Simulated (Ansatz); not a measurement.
A calculation on bcc Ta returned lattice constant a 3.285 Å, bulk modulus 206 GPa.

For reference: lattice constant a 3.299 Å (measured, static lattice: zero-point anharmonic expansion removed; as tabulated in Mejia-Rodriguez and Trickey (2018), arXiv:1807.09216); bulk modulus 198 GPa (measured, corrected for temperature and zero-point phonon effects, sources range from 194 to 203; as tabulated in Levämäki et al. (2014), arXiv:1402.3671).

Which level of theory produced these numbers?
A) RPBE (Ansatz (a quantum-chemistry and plane-wave program))
B) BLYP (Ansatz)
C) PBE+SOC (Ansatz)
D) PBE-D3(BJ) (Ansatz)

D, PBE-D3(BJ) (Ansatz)

The others give: BLYP 3.353 Å, 181 GPa; RPBE 3.339 Å, 186 GPa; PBE+SOC 3.319 Å, 193 GPa.

Unless a cell is named, each level is at its own relaxed cell (BLYP 18.85, PBE+SOC 18.28, PBE-D3(BJ) 17.73, RPBE 18.61 Å³/atom).

Ansatz's density-functional and Hartree–Fock values are scalar-relativistic unless marked +SOC, with PAW data made under PBE.
